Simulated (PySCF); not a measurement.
# Si2H4 (SMILES [SiH][SiH3]) at UCISD/STO-6G

Aim: the vertical triplet–singlet gap of Si2H4 at UCISD/STO-6G, from 2 runs. The job is set up through a Python script.

The results are computed with PySCF 2.14.0.

4 further runs of the same task are left out: 4 set aside as unsound or not needed.

## 1. The structure to begin with

Si2H4: 6 atoms, total charge 0, spin state triplet. SMILES: `[SiH][SiH3]`. Geometry: relaxed at GFN2-xTB.

Bond lengths: Si1–Si2 2.254 Å, Si1–H3 1.473 Å, Si2–H4 1.467 Å, Si2–H5 1.474 Å, Si2–H6 1.474 Å. Angles: Si1–Si2–H4 105.5°, Si1–Si2–H5 115.5°, Si1–Si2–H6 115.4°, Si2–Si1–H3 128.8°, H4–Si2–H5 107.9°, H4–Si2–H6 107.9°, H5–Si2–H6 104.3°.

## 2. A single-point energy at UCISD/STO-6G

File calc.py:

```python
from pyscf import gto, ci

mol = gto.Mole()
mol.atom = '''
Si     0.609852    -2.977982     0.543013
Si    -0.567164     0.988837    -0.464230
H      2.698397    -3.813127     2.184070
H     -2.752443     0.710669    -2.146748
H      1.351003     2.504511    -1.797300
H     -1.339665     2.587073     1.681214
'''
mol.spin = 2
mol.verbose = 3
mol.basis = 'sto-6g'
mol.charge = 0
mol.max_memory = 1860
mol.unit = 'bohr'
mol.build()

calc0 = mol.UHF()
calc0.conv_tol = 1e-10
calc0.kernel()
if not calc0.converged:
    calc0 = calc0.newton().run(calc0.mo_coeff, calc0.mo_occ)

cisd = ci.CISD(calc0, frozen=10)
cisd.kernel()
energy = cisd.e_tot
print('E = %.10f Eh' % energy)
```

Started as:

```
$ OMP_NUM_THREADS=1 python calc.py
```

Log:

```text
WARN: HOMO 0.0231692953478563 >= LUMO -0.0802623155787771

converged SCF energy = -578.015479971611  <S^2> = 2.0058552  2S+1 = 3.0039009
E(UCISD) = -578.0994638698633  E_corr = -0.08398389825216893
E = -578.0994638699 Eh
```

It took 1.3 s on 1 thread of Arm Neoverse V1, shared host; peak memory 0.12 GiB.

## 3. The singlet, same level

File start.xyz:

```xyz
6
H4Si2
Si     0.322720    -1.575880     0.287350
Si    -0.300130     0.523270    -0.245660
H      1.427930    -2.017820     1.155760
H     -1.456530     0.376070    -1.136010
H      0.714920     1.325330    -0.951090
H     -0.708920     1.369020     0.889660
```

File calc.py:

```python
from pyscf import gto, scf, ci

mol = gto.M(
    atom='start.xyz',
    basis='sto-6g',
    verbose=3,
    max_memory=1860,
    charge=0,
)

mf = scf.RHF(mol)
mf.conv_tol = 1e-10
mf.kernel()
if not mf.converged:
    mf = mf.newton().run(mf.mo_coeff, mf.mo_occ)

cisd = ci.CISD(mf, frozen=10)
cisd.kernel()
etot = cisd.e_tot
print('E = %.10f Eh' % etot)
```

Started as:

```
$ OMP_NUM_THREADS=1 python calc.py
```

Log:

```text
converged SCF energy = -577.988762592464
E(RCISD) = -578.0858444091933  E_corr = -0.09708181672966586
E = -578.0858444092 Eh
```

It took 1.1 s on 1 thread of Arm Neoverse V1, shared host; peak memory 0.1 GiB.

## 4. Summary of results

Level: UCISD/STO-6G, 10 core orbitals frozen.

| quantity | value |
| --- | --- |
| triplet: total energy | -578.09946 Eh |
| triplet: dipole moment (Hartree–Fock density) | 0.84 D |
| triplet: HOMO energy (Hartree–Fock orbitals) (highest over α and β) | -5.23 eV |
| triplet: LUMO energy (Hartree–Fock orbitals) (lowest over α and β) | 6.31 eV |
| triplet: correlation energy (10 core orbitals frozen) | -84.0 mEh |
| triplet: ⟨S²⟩ of the reference determinant | 2.006 |
| singlet: total energy | -578.08584 Eh |
| singlet: dipole moment (Hartree–Fock density) | 1.03 D |
| singlet: HOMO energy (Hartree–Fock orbitals) | -4.29 eV |
| singlet: LUMO energy (Hartree–Fock orbitals) | 5.77 eV |
| singlet: HOMO–LUMO gap (Hartree–Fock orbitals) | 10.06 eV |
| singlet: correlation energy (10 core orbitals frozen) | -97.1 mEh |
| vertical energy of the singlet above the triplet | 0.371 eV |

At this shape the singlet lies 0.37 eV (35.8 kJ/mol) above the triplet. In a minimal basis such a difference can be off by several eV, whatever the method. Mulliken charges (triplet) of the mean-field density run from -0.17 on H4 to +0.51 on Si2; they depend strongly on the basis.
